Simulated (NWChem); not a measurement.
## Total energies of CN

SMILES: N#[C]
```xyz
2

C      0.0000     0.0000     0.6303
N      0.0000     0.0000    -0.5403
```
Charge 0, spin multiplicity 2.

Program: NWChem. The geometry was optimised at UB3LYP/def2-SVP, a minimum by its harmonic frequencies.

Basis set: def2-QZVP (114 functions).

```csv
method,total energy (Ha),relative cost
UHF,-92.24211,1
UMP2,-92.53502,under 3
UB2PLYP,-92.69262,under 3
UPBE,-92.64824,under 3
UB3LYP,-92.75421,under 3
ULDA (SVWN5),-91.95584,under 3
```

Total energies of different functionals aren't comparable as a measure of quality: only differences taken within one method are. Relative cost: rough, from shared machines, SCF included, UHF = 1.

The correlated methods keep 2 core orbitals frozen. B3LYP has NWChem's definition, with VWN1-RPA local correlation. The structure started from a generated list of species. The unpaired electrons of the parent sit in orbitals of symmetry a1 (C2v labels of the run); other states weren't searched. The stability of the SCF solutions was not checked. Open-shell Hartree-Fock references start from PBE0 orbitals; any time given for them includes that run.
